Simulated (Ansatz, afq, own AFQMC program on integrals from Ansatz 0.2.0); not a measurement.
# SiGeH, doublet in cc-pVDZ, levels against CCSDT(Q)

```xyz
3

Si    0.0000    0.0000    0.2315
Ge    0.0000    0.0000   -1.9584
H     0.0000    0.0000    1.7269
```

Connectivity, by distances: SiH–Ge.

Basis cc-pVDZ. Only valence electrons are correlated. Ansatz 0.2.0 and our own AFQMC program on the same integrals; the CISD trial comes from CCSD amplitudes, and released means the phaseless constraint is let go. Free AFQMC starts from the CCSD state and is never constrained. Its projection time is finite, and what remains of the start isn't in its error. Error bars are statistical, one sigma. No spin–orbit coupling.

Determinant: ROHF, the one that the program's search chose, which needn't be the lowest solution. The geometry is a point of a scan.

No full CI on the walks' own integrals is used here; CCSDT(Q) serves as the reference and is uncertain by about the last step of the cluster series.

Cautions: no relativity below Rb; no spin-orbit coupling; inner d shell frozen; higher spins were not checked; a spin-contaminated unrestricted determinant lies lower (UHF 118 meV lower, ⟨S²⟩ 1.11).

```
T1 diagnostic                               : 0.0230
weight of the determinant in the CISD state : 0.845
size of the correlated space                : 9 electrons in 31 orbitals
```

Reference: CCSDT(Q), correlation energy -5.483 eV. The released energy is read at 2.40 1/Eh (meV from the phaseless value at times in 1/Eh: -5 ± 17 at 0.24, -18 ± 17 at 0.51, -39 ± 18 at 0.99, -22 ± 15 at 1.62, -34 ± 17 at 2.40).

```json
{"level": "HF", "E − E(reference) (mEh)": "201.51", "share of correlation (%)": "0.00"}
{"level": "MP2", "E − E(reference) (mEh)": "41.54", "share of correlation (%)": "79.38"}
{"level": "CCSD", "E − E(reference) (mEh)": "12.51", "share of correlation (%)": "93.79"}
{"level": "CCSD(T)", "E − E(reference) (mEh)": "2.37", "share of correlation (%)": "98.82"}
{"level": "CCSDT", "E − E(reference) (mEh)": "0.94", "share of correlation (%)": "99.53"}
{"level": "ph-AFQMC/CISD", "E − E(reference) (mEh)": "1.33 ± 0.63", "share of correlation (%)": "99.34"}
{"level": "released AFQMC", "E − E(reference) (mEh)": "0.07 ± 0.62", "share of correlation (%)": "99.97"}
{"level": "free AFQMC", "E − E(reference) (mEh)": "0.07 ± 0.85", "share of correlation (%)": "99.96"}
```

Free projections are given only where their last times agree within the noise and don't stop above the reference; a slow remainder of the start can still hide under it. A walk keeps the symmetry of its determinant, which the program's search chose and which needn't be the lowest solution, so a lower state of the same spin and another symmetry isn't excluded. Released energies are given only where the last usable release times agree within the noise; a slower fall can still hide under it.
